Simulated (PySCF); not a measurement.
Acid–base and redox partners of CC=C. Gas-phase values, no solvent. One relaxed conformer stands for each flexible species; it need not be the lowest. Strings in code marks are SMILES.

Calculation: B3LYP-D3(BJ)/def2-TZVP // PBE0-D4/def2-TZVP (PySCF 2.14.0). B3LYP has the VWN-RPA correlation part, as in Gaussian. 

```json
[
 {"species": "neutral parent (`CC=C`)", "highest occupied spin orbital (eV)": "–", "dipole moment (D)": "___"},
 {"species": "proton added at C1 (`[CH+](C)C`)", "highest occupied spin orbital (eV)": "–", "dipole moment (D)": "–"},
 {"species": "H atom removed from C1 (`C/C=[C]\\[H]`)", "highest occupied spin orbital (eV)": "-6.43", "dipole moment (D)": "1.08"},
 {"species": "H atom removed from C3 (`[CH2]C=C` (H–C–C–C torsion 0°))", "highest occupied spin orbital (eV)": "-5.58", "dipole moment (D)": "–"}
]
```

**Question.** Fill in the missing entries.

**Answer.** 
- neutral parent (`CC=C`), dipole moment (D): 0.41
